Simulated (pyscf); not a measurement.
HO–As(OH)–OH + H₂O → H₂O + HO–As(OH)–OH (four-centre exchange; singlet surface; As–O, H–O broken, H–O, As–O formed). Optimised with ωB97X-D3(BJ)/def2-SVP in PySCF. Energies in eV from the separated reactants.

| level | barrier | reaction energy |
|---|---|---|
| ωB97X-D3(BJ)/def2-TZVP | (withheld) | 0.00 |
| PBE/def2-TZVP | 0.63 | 0.00 |
| r²SCAN/def2-TZVP | (withheld) | 0.00 |
| B3LYP-D3(BJ)/def2-TZVP | 0.81 | 0.00 |
| PBE0-D3(BJ)/def2-TZVP | 0.80 | 0.00 |
| ωB97M-D3(BJ)/def2-TZVP | 0.88 | 0.00 |

### Question
What belongs in the gaps?

### Answer

- ωB97X-D3(BJ)/def2-TZVP, barrier: 0.91
- r²SCAN/def2-TZVP, barrier: 0.74

The functionals in the table span 0.28 eV in this barrier, from PBE to ωB97X-D3(BJ)/def2-TZVP. On the reactant side the descent ends in a bound adduct (not fully relaxed), 0.42 eV under the separated species and 1.33 eV under the saddle at ωB97X-D3(BJ)/def2-TZVP. On the product side the descent ends in a bound adduct, 0.42 eV under the separated species and 1.33 eV under the saddle at ωB97X-D3(BJ)/def2-TZVP. One saddle was located; it need not be the lowest between these sides. Elements up to Kr have no core potential and no relativistic terms here.
